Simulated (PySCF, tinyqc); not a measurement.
CID on RHF in the sto-6g basis, frozen core, for CH+, spin multiplicity 1, step by step. The lowest restricted solution is unstable here: a spin-polarised one lies 0.0110 hartree lower (PySCF). One step of it, computed by the program tinyqc.

Question. CID: determinants and Hamiltonian. Slater-Condon rules over spin orbitals, with the nuclear repulsion and the energy of the frozen orbital added and E(HF) subtracted on the diagonal. Only determinants linked to the reference directly or through others are kept (one block of an abelian symmetry group), so some states are absent.

one-electron integrals dressed by the frozen orbital, h + 2 (pq|11) - (p1|1q) (hartree), lower triangle:
```
           2          3          4          5          6
2  -2.571993
3   0.034682  -2.125225
4   0.000000   0.000000  -2.261435
5   0.000000   0.000000   0.000000  -2.261435
6   0.146275   0.304096   0.000000   0.000000  -1.701329
```

energy of the frozen orbital, 2 h_11 + (11|11) = -32.88803379 hartree

Two-electron integrals over orbitals (pq|rs), unique and non-zero (hartree); the lowest 1 orbital is frozen and left out:
```
(22|22) 0.588170    (32|22) -0.013901   (32|32) 0.103301    (33|22) 0.507752
(33|32) -0.020781   (33|33) 0.517419    (42|42) 0.125399    (43|42) -0.020573
(43|43) 0.028703    (44|22) 0.601674    (44|32) -0.039141   (44|33) 0.501181
(44|44) 0.673218    (52|52) 0.125399    (53|52) -0.020573   (53|53) 0.028703
(54|54) 0.036281    (55|22) 0.601674    (55|32) -0.039141   (55|33) 0.501181
(55|44) 0.600655    (55|55) 0.673218    (62|22) -0.064835   (62|32) -0.040649
(62|33) -0.011618   (62|44) -0.061664   (62|55) -0.061664   (62|62) 0.053475
(63|22) -0.138566   (63|32) 0.058204    (63|33) -0.067614   (63|44) -0.152130
(63|55) -0.152130   (63|62) 0.045074    (63|63) 0.177334    (64|42) -0.019825
(64|43) -0.013703   (64|64) 0.015015    (65|52) -0.019825   (65|53) -0.013703
(65|65) 0.015015    (66|22) 0.404203    (66|32) 0.065623    (66|33) 0.462776
(66|44) 0.380285    (66|55) 0.380285    (66|62) 0.003585    (66|63) 0.095387
(66|66) 0.583236
```

nuclear repulsion = 1.65713114 hartree

Hartree-Fock energy = -37.69534298 hartree

Give: determinants; H - E(HF) between determinants.

Answer.

Occupation strings over the orbitals (2 doubly, a alpha, b beta, 0 empty; spin orbitals ordered 1a 1b 2a 2b ...): 222000 220200 2ab200 220020 2ab020 220002 2ab002 2ba200 202200 2ba020 202020 2ba002 202002

H - E(HF) between determinants (hartree), lower triangle:
```
         222000   220200   2ab200   220020   2ab020   220002   2ab002  2ba200
222000   0.0000
220200   0.0287   0.2149
2ab200   0.0206  -0.0369   0.4769
220020   0.0287   0.0363   0.0000   0.2149
2ab020   0.0206   0.0000   0.0363  -0.0369   0.4769
220002   0.1773   0.0150   0.0000   0.0150   0.0000   0.5991
2ab002  -0.0451   0.0000   0.0150   0.0000   0.0150   0.1070   0.9587
2ba200  -0.0206   0.0369  -0.1033   0.0000   0.0000   0.0000   0.0000  0.4769
202200   0.1254   0.1033  -0.0438   0.0000   0.0000   0.0000   0.0000  0.0438
2ba020  -0.0206   0.0000   0.0000   0.0369  -0.1033   0.0000   0.0000  0.0363
202020   0.1254   0.0000   0.0000   0.1033  -0.0438   0.0000   0.0000  0.0000
2ba002   0.0451   0.0000   0.0000   0.0000   0.0000  -0.1070  -0.1033  0.0150
202002   0.0535   0.0000   0.0000   0.0000   0.0000   0.1033   0.1001  0.0000

        202200  2ba020  202020   2ba002  202002
202200  0.8291
2ba020  0.0000  0.4769
202020  0.0363  0.0438  0.8291
2ba002  0.0000  0.0150  0.0000   0.9587
202002  0.0150  0.0000  0.0150  -0.1001  1.4084
```
